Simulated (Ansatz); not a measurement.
Input file:

```yaml
crystal:
  periodic: [false, false, false]
  atoms:
    - {symbol: Al, position_ang: [0.000000, 0.000000, 0.000000]}
    - {symbol: F, position_ang: [0.000000, 0.000000, 1.719000]}
basis:
  gaussian: {orbitals: cc-pVDZ}
magnetization: {spin_polarized: false, initial_magnetization: 2}
hamiltonian: {xc: {name: r2SCAN}}
correlation: {method: ccsd, electrons: all}
accuracy: high
scf: {omitted_lower_state_checks: [cluster_reference]}
```

```sh
$ ansatz run in.yaml --threads 1 --pin off --events-out ev --progress --plain --max-ram 2393MiB
```

Log:

```
these checks for a lower state are left out or cut short: cluster_reference
582 factors; integrals over basis functions are off by at most 2.6e-9 eV
mean field evaluation 1: about -9307.8741 eV, gradient 3.5e1 eV
mean field evaluation 2: about -9307.8719 eV, gradient 3.5e1 eV
mean field evaluation 4: about -9310.0822 eV, gradient 6.2e0 eV
mean field evaluation 8: about -9310.2439 eV, gradient 3.1e-1 eV
mean field evaluation 16: about -9310.2442 eV, gradient 2.8e-5 eV
mean field evaluation 32: about -9310.2442 eV, gradient 2.8e-4 eV
mean field evaluation 64: about -9310.2427 eV, gradient 4.9e-1 eV
mean field -9310.24420585 eV, -342.1451638547 hartree, gradient 1.5e-9 eV, S^2 2.000000; 2 other end points of the search recorded, 0 dependent functions left out
reference -9287.75288523 eV, -341.3186230673 hartree; 12, 10 occupied and 20, 22 virtual orbitals, 582 factors
second order -6.38091116 eV of doubles, -0.29459277 eV of singles
cycle   1  -6.16436839 eV  change    5.0e-1 eV  update   9.6e-2
cycle   2  -6.38123080 eV  change   -2.2e-1 eV  update   4.7e-2
cycle   3  -6.42674809 eV  change   -4.6e-2 eV  update   7.7e-3
cycle   4  -6.42914751 eV  change   -2.4e-3 eV  update   2.3e-3
cycle   5  -6.42804182 eV  change    1.1e-3 eV  update   8.8e-4
cycle   6  -6.42791227 eV  change    1.3e-4 eV  update   3.3e-4
cycle   7  -6.42785222 eV  change    6.0e-5 eV  update   1.3e-4
cycle   8  -6.42783259 eV  change    2.0e-5 eV  update   3.9e-5
cycle   9  -6.42783730 eV  change   -4.7e-6 eV  update   1.4e-5
cycle  10  -6.42783605 eV  change    1.2e-6 eV  update   3.8e-6
cycle  11  -6.42783537 eV  change    6.8e-7 eV  update   1.6e-6
cycle  12  -6.42783655 eV  change   -1.2e-6 eV  update   6.9e-7
cycle  13  -6.42783611 eV  change    4.3e-7 eV  update   2.4e-7
cycle  14  -6.42783634 eV  change   -2.3e-7 eV  update   1.1e-7
cycle  15  -6.42783630 eV  change    3.6e-8 eV  update   3.7e-8
cycle  16  -6.42783629 eV  change    1.7e-8 eV  update   1.8e-8
cycle  17  -6.42783532 eV  change    9.7e-7 eV  update   7.4e-8
cycle  18  -6.42783538 eV  change   -5.7e-8 eV  update   3.0e-8
cycle  19  -6.42783534 eV  change    3.4e-8 eV  update   9.7e-9
cycle  20  -6.42783534 eV  change    6.2e-9 eV  update   3.4e-9
cycle  21  -6.42783534 eV  change  -3.6e-10 eV  update   1.3e-9
Total energy: -9294.18072057 eV, -341.5548416589 hartree
Checks for a lower state left out: cluster_reference
```

Ran on 1 thread of Arm Neoverse V2, shared host: 7 s wall, 0.18 GiB peak host memory.
